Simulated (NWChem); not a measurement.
System: LiF; SMILES [Li][F]

The following NWChem deck was run.

```
start job
memory heap 200 mb stack 900 mb global 1100 mb
geometry units angstroms
  Li     0.000000     0.000000    -1.159868
  F      0.000000     0.000000     0.399580
end
basis spherical
  * library 6-31g*
end
dft
  xc b3lyp
  iterations 150
end
driver
  maxiter 120
end
task dft optimize
task dft freq
```

Parts of the log:

```
             Northwest Computational Chemistry Package (NWChem) 7.3.0
             --------------------------------------------------------

 ORDER OF PRIMARY AXIS IS BEING SET TO 4
 C4V symmetry detected

                             Geometry "geometry" -> ""
                             -------------------------

 Output coordinates in angstroms (scale by  1.889725989 to convert to a.u.)

  No.       Tag          Charge          X              Y              Z
 ---- ---------------- ---------- -------------- -------------- --------------
    1 Li                   3.0000     0.00000000     0.00000000    -1.16958600
    2 F                    9.0000     0.00000000     0.00000000     0.38986200

 Effective nuclear repulsion energy (a.u.)       9.1620789683

      Symmetry information
      --------------------

 Group name             C4v
 Group number             18
 Group order               8
 No. of unique centers     2

                                Z-matrix (autoz)
                                --------

 Units are Angstrom for bonds and degrees for angles

      Type          Name      I     J     K     L     M      Value
      ----------- --------  ----- ----- ----- ----- ----- ----------
    1 Stretch                  1     2                       1.55945

                           NWChem Geometry Optimization
                           ----------------------------

 maximum gradient threshold         (gmax) =   0.000450
 rms gradient threshold             (grms) =   0.000300
 maximum cartesian step threshold   (xmax) =   0.001800
 rms cartesian step threshold       (xrms) =   0.001200
 fixed trust radius                (trust) =   0.300000
 source of zmatrix                         =   autoz

          -------------------
          Energy Minimization
          -------------------

 Using diagonal initial Hessian
 Scaling for Hessian diagonals: bonds = 1.00  angles = 0.25  torsions = 0.10

          --------
          Step   0

                                 NWChem DFT Module
                                 -----------------

[...]

      ----------------------
      Optimization converged
      ----------------------

  Step       Energy      Delta E   Gmax     Grms     Xrms     Xmax
  ---- ---------------- -------- -------- -------- -------- --------
@    2    -107.41674780 -1.7D-09  0.00000  0.00000  0.00002  0.00004
                                     ok       ok       ok       ok

                                Z-matrix (autoz)
                                --------

 Units are Angstrom for bonds and degrees for angles

      Type          Name      I     J     K     L     M      Value     Gradient
      ----------- --------  ----- ----- ----- ----- ----- ---------- ----------
    1 Stretch                  1     2                       1.55240    0.00000

                         Geometry "geometry" -> "geometry"
                         ---------------------------------

 Output coordinates in angstroms (scale by  1.889725989 to convert to a.u.)

  No.       Tag          Charge          X              Y              Z
 ---- ---------------- ---------- -------------- -------------- --------------
    1 Li                   3.0000     0.00000000     0.00000000    -1.16605971
    2 F                    9.0000     0.00000000     0.00000000     0.38633571

 Effective nuclear repulsion energy (a.u.)       9.2037025754

      Symmetry information
      --------------------

 Group name             C4v
 Group number             18
 Group order               8
 No. of unique centers     2

                Final and change from initial internal coordinates
                --------------------------------------------------

                                Z-matrix (autoz)
                                --------

 Units are Angstrom for bonds and degrees for angles

[...]

 Rotational Constants
 --------------------
 A=   0.000000 cm-1  (  0.000000 K)
 B=   1.365220 cm-1  (  1.964203 K)
 C=   1.365220 cm-1  (  1.964203 K)

 Temperature                      =   298.15K
 frequency scaling parameter      =   1.0000

 Linear Molecule

 Zero-Point correction to Energy  =    1.466 kcal/mol  (  0.002336 au)
 Thermal correction to Energy     =    2.967 kcal/mol  (  0.004728 au)
 Thermal correction to Enthalpy   =    3.559 kcal/mol  (  0.005672 au)

 Total Entropy                    =   47.735 cal/mol-K
   - Translational                =   35.688 cal/mol-K (mol. weight =  26.0144)
   - Rotational                   =   11.963 cal/mol-K (symmetry #  =        1)
   - Vibrational                  =    0.084 cal/mol-K

 Cv (constant volume heat capacity) =    5.315 cal/mol-K
   - Translational                  =    2.979 cal/mol-K
   - Rotational                     =    1.986 cal/mol-K
   - Vibrational                    =    0.350 cal/mol-K

[normal modes left out]

 ----------------------------------------------------------------------------
 Normal Eigenvalue ||           Projected Infra Red Intensities
  Mode   [cm**-1]  || [atomic units] [(debye/angs)**2] [(KM/mol)] [arbitrary]
 ------ ---------- || -------------- ----------------- ---------- -----------
    1        0.000 ||    0.079933           1.844        77.922      15.181
    2        0.000 ||    0.079933           1.844        77.922      15.181
    3        0.000 ||    0.029519           0.681        28.777       5.606
    4        0.000 ||    0.029519           0.681        28.777       5.606
    5        0.000 ||    0.000000           0.000         0.000       0.000
    6     1025.754 ||    0.097013           2.238        94.573      18.425
 ----------------------------------------------------------------------------
```

Level: B3LYP/6-31G* (spherical d).
